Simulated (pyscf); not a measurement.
Optimised with ωB97X-D3(BJ)/def2-SVP in PySCF. MP2 and CC: frozen core, UHF for open shells. ΔMP2 is the change of the MP2 total energy from the triple- to the quadruple-zeta basis.

SMILES: OPP
```xyz
7

P     -0.8591     0.6493     0.2317
P      0.8711     0.0530    -0.9912
H     -0.0379     0.9518     1.3553
H      0.0940    -0.5538    -2.0169
O     -1.4739    -0.8088     0.7773
H      1.1304    -1.1656    -0.3036
H     -2.4039    -0.8670     0.5278
```
Charge 0, spin multiplicity 1.

Task: What is the homolytic dissociation enthalpy (298 K, CCSD(T)/def2-TZVPP + ΔMP2(QZVPP)) of the O–P bond of HO–PH–PH₂, to •HP–PH₂ + OH•?

Result: O–P to •HP–PH₂ + OH•: 3.81 eV. Other isomers of •HP–PH₂ were not searched in full and may lie lower. The CCSD(T) − MP2 part came from Ansatz, without density fitting, on the same reference. Left out: the spin-orbit lowering of OH.
